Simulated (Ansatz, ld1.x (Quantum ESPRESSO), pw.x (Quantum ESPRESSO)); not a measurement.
# Tc: does the TM potential hold in the solid?

- Element: Tc
- Generator: ld1.x (Quantum ESPRESSO) 7.5
- Type: norm-conserving Troullier–Martins (Kleinman–Bylander form)
- Functional: PBEsol
- Relativity: scalar-relativistic
- Frozen core: [Kr]
- Valence charge: 7
- Reference configuration: 4d5 5s2 5p0
- Partial waves: 5p (bound, empty): rc 3.00 bohr; 4d (bound): rc 1.40 bohr; 5s (bound): rc 2.80 bohr
- Local potential: the s channel
- Core correction: none

Atomic tests: cutoffs needed: 50 Ry and 60 Ry (the cutoffs (Ry, on a coarse ladder) from which the occupation-weighted sum of valence levels, in a spherical-Bessel basis at the reference potential, stays within 10 and 1 mRy of its value at 400 Ry); ghost test: no extra level below or beside the all-electron valence levels (p, d, s, f tested) (spherical-Bessel basis up to 400 Ry, 20 bohr box); largest excitation error: -90 meV (all-electron minus pseudo) for 4d6 5s1 5p0, out of 7 test configurations.

Crystal test: bcc Tc in pw.x 7.5, no spin, 15³ k-points, Fermi–Dirac smearing 0.01 Ry, cutoffs 75/300 Ry. The lattice is a test structure that the element need not adopt, and mesh and smearing are coarse.

pw.x input:

```
&control
  calculation='scf', prefix='x', pseudo_dir='./', outdir='./tmp', tstress=.true., disk_io='low'
/
&system
  ibrav=0, nat=1, ntyp=1, ecutwfc=75, ecutrho=300, nbnd=11,
  occupations='smearing', smearing='fd', degauss=0.01
/
&electrons
  conv_thr=1e-09, mixing_beta=0.4, electron_maxstep=70
/
ATOMIC_SPECIES
Tc 1.0 Tc.UPF
CELL_PARAMETERS angstrom
  -1.52563353 1.52563353 1.52563353
  1.52563353 -1.52563353 1.52563353
  1.52563353 1.52563353 -1.52563353
ATOMIC_POSITIONS crystal
Tc 0.0000 0.0000 0.0000
K_POINTS automatic
15 15 15 0 0 0
```

```bash
pw.x < Tc.scf.in > Tc.scf.out
```

Q: How does the run end?

A: It converges; the pressure is 25.82 GPa against 0.02 GPa from all-electron LAPW. The largest radius (3.00 bohr) exceeds half the bond length (2.50 bohr), so the spheres overlap, which is one possible source of error among others. This is a poor potential for the solid. The log shows:

```
     lattice parameter (alat)  =       4.9936  a.u.
     unit-cell volume          =      95.8533 (a.u.)^3
     number of electrons       =         7.00
     number of Kohn-Sham states=           11
     kinetic-energy cutoff     =      75.0000  Ry
     charge density cutoff     =     300.0000  Ry
     scf convergence threshold =      1.0E-09
     Exchange-correlation= PBESOL
     number of k points=   120  Fermi-Dirac smearing, width (Ry)=  0.0100
     iteration #  1     ecut=    75.00 Ry     beta= 0.40
     total energy              =     -23.55130204 Ry
     estimated scf accuracy    <       0.01716108 Ry
     iteration #  2     ecut=    75.00 Ry     beta= 0.40
     total energy              =     -23.55205539 Ry
     estimated scf accuracy    <       0.00268254 Ry
     iteration #  3     ecut=    75.00 Ry     beta= 0.40
     total energy              =     -23.55241719 Ry
     estimated scf accuracy    <       0.00024820 Ry
     iteration #  4     ecut=    75.00 Ry     beta= 0.40
     total energy              =     -23.55243351 Ry
     estimated scf accuracy    <       0.00000201 Ry
     iteration #  5     ecut=    75.00 Ry     beta= 0.40
     total energy              =     -23.55243407 Ry
     estimated scf accuracy    <       0.00000024 Ry
     iteration #  6     ecut=    75.00 Ry     beta= 0.40
     total energy              =     -23.55243412 Ry
     estimated scf accuracy    <          5.6E-09 Ry
     iteration #  7     ecut=    75.00 Ry     beta= 0.40
     the Fermi energy is    16.4092 ev
!    total energy              =     -23.55243412 Ry
     estimated scf accuracy    <          3.0E-12 Ry
     smearing contrib. (-TS)   =      -0.00626298 Ry
     The total energy is F=E-TS. E is the sum of the following terms:
     one-electron contribution =      11.82266071 Ry
     hartree contribution      =       0.95240425 Ry
     xc contribution           =      -5.39501133 Ry
     ewald contribution        =     -30.92622477 Ry
     convergence has been achieved in   7 iterations
          total   stress  (Ry/bohr**3)                   (kbar)     P=      258.18
```
